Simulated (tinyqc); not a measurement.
ROHF in the sto-3g basis, for CH2, spin multiplicity 3, step by step (part 2 of 2). Computed by tinyqc, a small Python program that keeps every step (integrals from PySCF). Command: `OMP_NUM_THREADS=1 python tinyqc.py 29480 29481 out.jsonl` (the two numbers bound the seeds that draw the settings). One thread of a shared host (Intel(R) Xeon(R) Processor @ 2.60GHz), about 0.08 s of CPU time with the checks.

Geometry (angstrom):
```
atom         x          y         z
C     0.000000   0.000000  0.000000
H     0.000000   1.019000  0.783000
H     0.000000  -0.980000  0.753000
```

## Iteration 2: building the Fock matrix

D(alpha) after iteration 1, order 1C 1s, 1C 2s, 1C 2px, 1C 2py, 1C 2pz, 2H 1s, 3H 1s:
$$\begin{pmatrix}
1.069190 & -0.292632 & 0.000000 & -0.008194 & 0.039659 & 0.040065 & 0.029245 \\
-0.292632 & 1.283989 & 0.000000 & 0.039388 & -0.221527 & -0.288058 & -0.249769 \\
0.000000 & 0.000000 & 1.000000 & 0.000000 & 0.000000 & 0.000000 & 0.000000 \\
-0.008194 & 0.039388 & 0.000000 & 0.229476 & -0.018952 & 0.226249 & -0.259486 \\
0.039659 & -0.221527 & 0.000000 & -0.018952 & 0.212186 & 0.271137 & 0.257739 \\
0.040065 & -0.288058 & 0.000000 & 0.226249 & 0.271137 & 0.622683 & 0.068501 \\
0.029245 & -0.249769 & 0.000000 & -0.259486 & 0.257739 & 0.068501 & 0.560251
\end{pmatrix}$$

D(beta) after iteration 1, order 1C 1s, 1C 2s, 1C 2px, 1C 2py, 1C 2pz, 2H 1s, 3H 1s:
$$\begin{pmatrix}
1.022755 & -0.086703 & 0.000000 & 0.001553 & -0.044154 & -0.067502 & -0.070411 \\
-0.086703 & 0.370735 & 0.000000 & -0.003840 & 0.150166 & 0.188982 & 0.192187 \\
0.000000 & 0.000000 & 0.000000 & 0.000000 & 0.000000 & 0.000000 & 0.000000 \\
0.001553 & -0.003840 & 0.000000 & 0.227430 & -0.001358 & 0.248829 & -0.238566 \\
-0.044154 & 0.150166 & 0.000000 & -0.001358 & 0.060907 & 0.076982 & 0.077863 \\
-0.067502 & 0.188982 & 0.000000 & 0.248829 & 0.076982 & 0.373501 & -0.162356 \\
-0.070411 & 0.192187 & 0.000000 & -0.238566 & 0.077863 & -0.162356 & 0.346373
\end{pmatrix}$$

core Hamiltonian H = T + V (hartree), order 1C 1s, 1C 2s, 1C 2px, 1C 2py, 1C 2pz, 2H 1s, 3H 1s:
$$\begin{pmatrix}
-18.601580 & -4.486733 & 0.000000 & 0.000785 & -0.015450 & -0.723948 & -0.810289 \\
-4.486733 & -5.546699 & 0.000000 & 0.007066 & -0.168344 & -1.826810 & -1.970594 \\
0.000000 & 0.000000 & -4.436258 & 0.000000 & 0.000000 & 0.000000 & 0.000000 \\
0.000785 & 0.007066 & 0.000000 & -4.554761 & 0.003983 & -1.272671 & 1.351268 \\
-0.015450 & -0.168344 & 0.000000 & 0.003983 & -4.506224 & -1.014503 & -1.076085 \\
-0.723948 & -1.826810 & 0.000000 & -1.272671 & -1.014503 & -3.177393 & -0.523955 \\
-0.810289 & -1.970594 & 0.000000 & 1.351268 & -1.076085 & -0.523955 & -3.269202
\end{pmatrix}$$

nuclear repulsion = 5.30445193 hartree

Given earlier and not repeated: Two-electron integrals (ij|kl) in chemists' order.

J_ij = sum D_kl (ij|kl) with D = D(alpha) + D(beta), K_ij = sum D_kl (ik|jl) for each spin; F = H + J - K(s); E = tr D H + tr D J / 2 - 0.5 sum_s tr D(s) K(s) + E_nn.

Coulomb J (hartree), order 1C 1s, 1C 2s, 1C 2px, 1C 2py, 1C 2pz, 2H 1s, 3H 1s:
$$\begin{pmatrix}
11.076179 & 2.118647 & 0.000000 & 0.000653 & 0.022206 & 0.339696 & 0.380356 \\
2.118647 & 4.891786 & 0.000000 & 0.004609 & 0.198274 & 1.639733 & 1.759769 \\
0.000000 & 0.000000 & 4.856715 & 0.000000 & 0.000000 & 0.000000 & 0.000000 \\
0.000653 & 0.004609 & 0.000000 & 4.931942 & -0.001978 & 1.256802 & -1.325065 \\
0.022206 & 0.198274 & 0.000000 & -0.001978 & 4.869846 & 1.006097 & 1.064299 \\
0.339696 & 1.639733 & 0.000000 & 1.256802 & 1.006097 & 3.493872 & 0.463734 \\
0.380356 & 1.759769 & 0.000000 & -1.325065 & 1.064299 & 0.463734 & 3.536085
\end{pmatrix}$$

exchange K(alpha) (hartree), order 1C 1s, 1C 2s, 1C 2px, 1C 2py, 1C 2pz, 2H 1s, 3H 1s:
$$\begin{pmatrix}
3.621388 & 0.629036 & 0.000000 & -0.000190 & 0.004631 & 0.106119 & 0.118433 \\
0.629036 & 0.965042 & 0.000000 & 0.009724 & -0.005505 & 0.355537 & 0.381151 \\
0.000000 & 0.000000 & 0.861021 & 0.000000 & 0.000000 & 0.000000 & 0.000000 \\
-0.000190 & 0.009724 & 0.000000 & 0.592308 & -0.019616 & 0.291187 & -0.303551 \\
0.004631 & -0.005505 & 0.000000 & -0.019616 & 0.533714 & 0.238620 & 0.245153 \\
0.106119 & 0.355537 & 0.000000 & 0.291187 & 0.238620 & 0.674749 & 0.107474 \\
0.118433 & 0.381151 & 0.000000 & -0.303551 & 0.245153 & 0.107474 & 0.667331
\end{pmatrix}$$

exchange K(beta) (hartree), order 1C 1s, 1C 2s, 1C 2px, 1C 2py, 1C 2pz, 2H 1s, 3H 1s:
$$\begin{pmatrix}
3.559600 & 0.598761 & 0.000000 & -0.000027 & 0.001612 & 0.097375 & 0.108912 \\
0.598761 & 0.578653 & 0.000000 & -0.008960 & 0.238086 & 0.336016 & 0.355874 \\
0.000000 & 0.000000 & 0.113417 & 0.000000 & 0.000000 & 0.000000 & 0.000000 \\
-0.000027 & -0.008960 & 0.000000 & 0.496419 & -0.003578 & 0.279022 & -0.286984 \\
0.001612 & 0.238086 & 0.000000 & -0.003578 & 0.225324 & 0.194699 & 0.204059 \\
0.097375 & 0.336016 & 0.000000 & 0.279022 & 0.194699 & 0.567699 & 0.077380 \\
0.108912 & 0.355874 & 0.000000 & -0.286984 & 0.204059 & 0.077380 & 0.570991
\end{pmatrix}$$

F(alpha) (hartree), order 1C 1s, 1C 2s, 1C 2px, 1C 2py, 1C 2pz, 2H 1s, 3H 1s:
$$\begin{pmatrix}
-11.146789 & -2.997123 & 0.000000 & 0.001628 & 0.002125 & -0.490371 & -0.548365 \\
-2.997123 & -1.619954 & 0.000000 & 0.001951 & 0.035435 & -0.542614 & -0.591976 \\
0.000000 & 0.000000 & -0.440564 & 0.000000 & 0.000000 & 0.000000 & 0.000000 \\
0.001628 & 0.001951 & 0.000000 & -0.215127 & 0.021622 & -0.307056 & 0.329754 \\
0.002125 & 0.035435 & 0.000000 & 0.021622 & -0.170092 & -0.247025 & -0.256939 \\
-0.490371 & -0.542614 & 0.000000 & -0.307056 & -0.247025 & -0.358270 & -0.167695 \\
-0.548365 & -0.591976 & 0.000000 & 0.329754 & -0.256939 & -0.167695 & -0.400449
\end{pmatrix}$$

F(beta) (hartree), order 1C 1s, 1C 2s, 1C 2px, 1C 2py, 1C 2pz, 2H 1s, 3H 1s:
$$\begin{pmatrix}
-11.085000 & -2.966847 & 0.000000 & 0.001465 & 0.005143 & -0.481627 & -0.538845 \\
-2.966847 & -1.233565 & 0.000000 & 0.020635 & -0.208156 & -0.523093 & -0.566699 \\
0.000000 & 0.000000 & 0.307040 & 0.000000 & 0.000000 & 0.000000 & 0.000000 \\
0.001465 & 0.020635 & 0.000000 & -0.119238 & 0.005583 & -0.294891 & 0.313187 \\
0.005143 & -0.208156 & 0.000000 & 0.005583 & 0.138298 & -0.203104 & -0.215845 \\
-0.481627 & -0.523093 & 0.000000 & -0.294891 & -0.203104 & -0.251220 & -0.137602 \\
-0.538845 & -0.566699 & 0.000000 & 0.313187 & -0.215845 & -0.137602 & -0.304109
\end{pmatrix}$$

total energy of this density = -38.28496609 hartree

## Iteration 2: Roothaan effective Fock matrix

overlap S, order 1C 1s, 1C 2s, 1C 2px, 1C 2py, 1C 2pz, 2H 1s, 3H 1s:
$$\begin{pmatrix}
1.000000 & 0.248362 & 0.000000 & 0.000000 & 0.000000 & 0.039646 & 0.044379 \\
0.248362 & 1.000000 & 0.000000 & 0.000000 & 0.000000 & 0.384922 & 0.410302 \\
0.000000 & 0.000000 & 1.000000 & 0.000000 & 0.000000 & 0.000000 & 0.000000 \\
0.000000 & 0.000000 & 0.000000 & 1.000000 & 0.000000 & 0.312961 & -0.328024 \\
0.000000 & 0.000000 & 0.000000 & 0.000000 & 1.000000 & 0.240479 & 0.252043 \\
0.039646 & 0.384922 & 0.000000 & 0.312961 & 0.240479 & 1.000000 & 0.119368 \\
0.044379 & 0.410302 & 0.000000 & -0.328024 & 0.252043 & 0.119368 & 1.000000
\end{pmatrix}$$

With projectors Pc = D(beta) S, Po = (D(alpha) - D(beta)) S, Pv = 1 - D(alpha) S, the block xy is Px^T F Py; with Fc = (F(alpha) + F(beta))/2, the blocks are Fc for cc, oo, vv and cv, F(beta) for co and F(alpha) for ov.

effective F (hartree), order 1C 1s, 1C 2s, 1C 2px, 1C 2py, 1C 2pz, 2H 1s, 3H 1s:
$$\begin{pmatrix}
-11.116193 & -2.978787 & 0.000000 & 0.001861 & -0.002393 & -0.488830 & -0.546202 \\
-2.978787 & -1.369726 & 0.000000 & 0.013938 & -0.093478 & -0.530722 & -0.577559 \\
0.000000 & 0.000000 & -0.066762 & 0.000000 & 0.000000 & 0.000000 & 0.000000 \\
0.001861 & 0.013938 & 0.000000 & -0.167118 & 0.015232 & -0.299847 & 0.322491 \\
-0.002393 & -0.093478 & 0.000000 & 0.015232 & -0.081245 & -0.260054 & -0.268350 \\
-0.488830 & -0.530722 & 0.000000 & -0.299847 & -0.260054 & -0.322868 & -0.169219 \\
-0.546202 & -0.577559 & 0.000000 & 0.322491 & -0.268350 & -0.169219 & -0.367429
\end{pmatrix}$$

## Iteration 2: diagonalisation and new density

X, order 1C 1s, 1C 2s, 1C 2px, 1C 2py, 1C 2pz, 2H 1s, 3H 1s:
$$\begin{pmatrix}
1.026514 & -0.147167 & 0.000000 & 0.000745 & -0.010787 & 0.022721 & 0.023877 \\
-0.147167 & 1.187599 & 0.000000 & -0.009583 & 0.098585 & -0.242260 & -0.267248 \\
0.000000 & 0.000000 & 1.000000 & 0.000000 & 0.000000 & 0.000000 & 0.000000 \\
0.000745 & -0.009583 & 0.000000 & 1.103821 & -0.005153 & -0.199964 & 0.216015 \\
-0.010787 & 0.098585 & 0.000000 & -0.005153 & 1.059501 & -0.148103 & -0.160684 \\
0.022721 & -0.242260 & 0.000000 & -0.199964 & -0.148103 & 1.149808 & -0.019799 \\
0.023877 & -0.267248 & 0.000000 & 0.216015 & -0.160684 & -0.019799 & 1.173543
\end{pmatrix}$$

Diagonalise F' = X^T F X, C = X C', fill 5 alpha and 3 beta electrons from the bottom; D(s) = C_occ C_occ^T. Each column has its largest component positive (the first on a tie).

F' = X^T F X (hartree):
$$\begin{pmatrix}
-10.885647 & -1.568726 & 0.000000 & 0.001600 & -0.023525 & -0.039638 & -0.053306 \\
-1.568726 & -0.600433 & 0.000000 & -0.001693 & 0.091763 & -0.335538 & -0.368810 \\
0.000000 & 0.000000 & -0.066762 & 0.000000 & 0.000000 & 0.000000 & 0.000000 \\
0.001600 & -0.001693 & 0.000000 & 0.066924 & 0.006991 & -0.340378 & 0.361863 \\
-0.023525 & 0.091763 & 0.000000 & 0.006991 & 0.059648 & -0.270979 & -0.279584 \\
-0.039638 & -0.335538 & 0.000000 & -0.340378 & -0.270979 & 0.006963 & -0.039398 \\
-0.053306 & -0.368810 & 0.000000 & 0.361863 & -0.279584 & -0.039398 & 0.007142
\end{pmatrix}$$

orbital energies (hartree): MO1 -11.121359, MO2 -0.743955, MO3 -0.438815, MO4 -0.179660, MO5 -0.066762, MO6 0.548203, MO7 0.590183

coefficients C, order 1C 1s, 1C 2s, 1C 2px, 1C 2py, 1C 2pz, 2H 1s, 3H 1s:
$$\begin{pmatrix}
0.993735 & -0.212379 & -0.013985 & 0.152050 & 0.000000 & 0.047829 & 0.135560 \\
0.025859 & 0.690199 & 0.055389 & -0.670419 & 0.000000 & -0.255656 & -0.759631 \\
0.000000 & 0.000000 & 0.000000 & 0.000000 & 1.000000 & 0.000000 & 0.000000 \\
-0.000409 & -0.032512 & 0.561524 & -0.005288 & 0.000000 & -0.923462 & 0.368796 \\
0.002557 & 0.165828 & 0.000684 & 0.696363 & 0.000000 & -0.295106 & -0.762000 \\
-0.004490 & 0.254143 & 0.466648 & 0.312050 & 0.000000 & 0.935637 & 0.434069 \\
-0.004964 & 0.306363 & -0.433959 & 0.282829 & 0.000000 & -0.421112 & 0.991231
\end{pmatrix}$$

D(alpha) after iteration 2, order 1C 1s, 1C 2s, 1C 2px, 1C 2py, 1C 2pz, 2H 1s, 3H 1s:
$$\begin{pmatrix}
1.055928 & -0.223598 & 0.000000 & -0.002158 & 0.073195 & -0.017515 & -0.020925 \\
-0.223598 & 0.929573 & 0.000000 & 0.012197 & -0.352296 & -0.008064 & -0.002328 \\
0.000000 & 0.000000 & 1.000000 & 0.000000 & 0.000000 & 0.000000 & 0.000000 \\
-0.002158 & 0.012197 & 0.000000 & 0.316395 & -0.008691 & 0.252123 & -0.255132 \\
0.073195 & -0.352296 & 0.000000 & -0.008691 & 0.512427 & 0.259751 & 0.247446 \\
-0.017515 & -0.008064 & 0.000000 & 0.252123 & 0.259751 & 0.379744 & -0.036367 \\
-0.020925 & -0.002328 & 0.000000 & -0.255132 & 0.247446 & -0.036367 & 0.362195
\end{pmatrix}$$

D(beta) after iteration 2, order 1C 1s, 1C 2s, 1C 2px, 1C 2py, 1C 2pz, 2H 1s, 3H 1s:
$$\begin{pmatrix}
1.032809 & -0.121661 & 0.000000 & -0.001354 & -0.032687 & -0.064963 & -0.063929 \\
-0.121661 & 0.480111 & 0.000000 & 0.008652 & 0.114558 & 0.201140 & 0.187286 \\
0.000000 & 0.000000 & 0.000000 & 0.000000 & 0.000000 & 0.000000 & 0.000000 \\
-0.001354 & 0.008652 & 0.000000 & 0.316367 & -0.005009 & 0.253773 & -0.253637 \\
-0.032687 & 0.114558 & 0.000000 & -0.005009 & 0.027506 & 0.042452 & 0.050494 \\
-0.064963 & 0.201140 & 0.000000 & 0.253773 & 0.042452 & 0.282369 & -0.124624 \\
-0.063929 & 0.187286 & 0.000000 & -0.253637 & 0.050494 & -0.124624 & 0.282203
\end{pmatrix}$$

## Iteration 8 (converged): orbitals

converged F (hartree), order 1C 1s, 1C 2s, 1C 2px, 1C 2py, 1C 2pz, 2H 1s, 3H 1s:
$$\begin{pmatrix}
-10.970966 & -2.948572 & 0.000000 & 0.000421 & -0.014838 & -0.484655 & -0.541582 \\
-2.948572 & -1.301558 & 0.000000 & 0.009144 & -0.136419 & -0.539000 & -0.576373 \\
0.000000 & 0.000000 & 0.010543 & 0.000000 & 0.000000 & 0.000000 & 0.000000 \\
0.000421 & 0.009144 & 0.000000 & -0.129971 & 0.006572 & -0.308929 & 0.319616 \\
-0.014838 & -0.136419 & 0.000000 & 0.006572 & -0.072957 & -0.257502 & -0.266739 \\
-0.484655 & -0.539000 & 0.000000 & -0.308929 & -0.257502 & -0.333817 & -0.164084 \\
-0.541582 & -0.576373 & 0.000000 & 0.319616 & -0.266739 & -0.164084 & -0.364670
\end{pmatrix}$$

As before.

F' = X^T F X (hartree):
$$\begin{pmatrix}
-10.739662 & -1.567970 & 0.000000 & 0.000468 & -0.031377 & -0.034309 & -0.049250 \\
-1.567970 & -0.516567 & 0.000000 & -0.004714 & 0.048190 & -0.355296 & -0.382282 \\
0.000000 & 0.000000 & 0.010543 & 0.000000 & 0.000000 & 0.000000 & 0.000000 \\
0.000468 & -0.004714 & 0.000000 & 0.114234 & -0.001935 & -0.354146 & 0.369360 \\
-0.031377 & 0.048190 & 0.000000 & -0.001935 & 0.059922 & -0.257988 & -0.271486 \\
-0.034309 & -0.355296 & 0.000000 & -0.354146 & -0.257988 & 0.001834 & -0.032780 \\
-0.049250 & -0.382282 & 0.000000 & 0.369360 & -0.271486 & -0.032780 & 0.012211
\end{pmatrix}$$

orbital energies (hartree): MO1 -10.976521, MO2 -0.727687, MO3 -0.435572, MO4 -0.104001, MO5 0.010543, MO6 0.568472, MO7 0.607281

coefficients C, order 1C 1s, 1C 2s, 1C 2px, 1C 2py, 1C 2pz, 2H 1s, 3H 1s:
$$\begin{pmatrix}
0.993477 & -0.202155 & -0.005793 & 0.157024 & 0.000000 & 0.114012 & 0.105074 \\
0.026966 & 0.640619 & 0.025845 & -0.669643 & 0.000000 & -0.610752 & -0.582017 \\
0.000000 & 0.000000 & 0.000000 & 0.000000 & 1.000000 & 0.000000 & 0.000000 \\
-0.000257 & -0.015777 & 0.536073 & -0.002819 & 0.000000 & -0.663054 & 0.760207 \\
0.004005 & 0.206168 & 0.006013 & 0.728191 & 0.000000 & -0.577356 & -0.523449 \\
-0.004963 & 0.289642 & 0.483566 & 0.237679 & 0.000000 & 1.033738 & -0.026813 \\
-0.005369 & 0.319085 & -0.456203 & 0.234281 & 0.000000 & 0.097787 & 1.071286
\end{pmatrix}$$

D(alpha) after iteration 8, order 1C 1s, 1C 2s, 1C 2px, 1C 2py, 1C 2pz, 2H 1s, 3H 1s:
$$\begin{pmatrix}
1.052553 & -0.208014 & 0.000000 & -0.000614 & 0.076609 & -0.028964 & -0.030408 \\
-0.208014 & 0.860210 & 0.000000 & 0.005629 & -0.355289 & 0.038754 & 0.035592 \\
0.000000 & 0.000000 & 1.000000 & 0.000000 & 0.000000 & 0.000000 & 0.000000 \\
-0.000614 & 0.005629 & 0.000000 & 0.287631 & -0.002083 & 0.253988 & -0.250252 \\
0.076609 & -0.355289 & 0.000000 & -0.002083 & 0.572820 & 0.235678 & 0.233622 \\
-0.028964 & 0.038754 & 0.000000 & 0.253988 & 0.235678 & 0.374244 & -0.072474 \\
-0.030408 & 0.035592 & 0.000000 & -0.250252 & 0.233622 & -0.072474 & 0.364853
\end{pmatrix}$$

D(beta) after iteration 8, order 1C 1s, 1C 2s, 1C 2px, 1C 2py, 1C 2pz, 2H 1s, 3H 1s:
$$\begin{pmatrix}
1.027896 & -0.102864 & 0.000000 & -0.000172 & -0.037734 & -0.066285 & -0.067195 \\
-0.102864 & 0.411788 & 0.000000 & 0.003741 & 0.132339 & 0.197914 & 0.192477 \\
0.000000 & 0.000000 & 0.000000 & 0.000000 & 0.000000 & 0.000000 & 0.000000 \\
-0.000172 & 0.003741 & 0.000000 & 0.287623 & -0.000030 & 0.254658 & -0.249591 \\
-0.037734 & 0.132339 & 0.000000 & -0.000030 & 0.042558 & 0.062603 & 0.063020 \\
-0.066285 & 0.197914 & 0.000000 & 0.254658 & 0.062603 & 0.317753 & -0.128157 \\
-0.067195 & 0.192477 & 0.000000 & -0.249591 & 0.063020 & -0.128157 & 0.309965
\end{pmatrix}$$

## Convergence

Stop when the energy changes by less than 1e-08 hartree and every element of the error matrix X^T (F D S - S D F) X is below 3e-05.

Course of the cycle:
```
iteration   E (hartree)     change  largest element of the error matrix
1          -36.89193103          -                             5.40e-01
2          -38.28496609  -1.39e+00                             2.06e-01
3          -38.37820159  -9.32e-02                             3.65e-02
4          -38.38324491  -5.04e-03                             9.89e-03
5          -38.38368925  -4.44e-04                             1.05e-03
6          -38.38369090  -1.64e-06                             1.53e-04
7          -38.38369097  -7.66e-08                             2.53e-05
8          -38.38369098  -2.58e-09                             3.32e-06
```

PySCF ROHF in the same basis = -38.38369098 hartree

Converged in 8 iterations.

## Populations, bond orders and dipole

Mulliken: Z minus the diagonal of D S on the atom; Loewdin: the same with S^(1/2) D S^(1/2); Mayer order: 2 sum_s sum (D(s) S)_ij (D(s) S)_ji over the two atoms.

Charges (e):
```
atom   Mulliken    Loewdin  Mulliken spin
1C    -0.034871  -0.002106       1.913223
2H     0.013712  -0.001475       0.044765
3H     0.021159   0.003582       0.042012
```

Mayer bond orders:
```
pair     order
2-1   0.981763
3-1   0.981742
3-2   0.016045
```

dipole moment about the origin, x y z (debye): [0.000000, -0.030360, 0.134833]
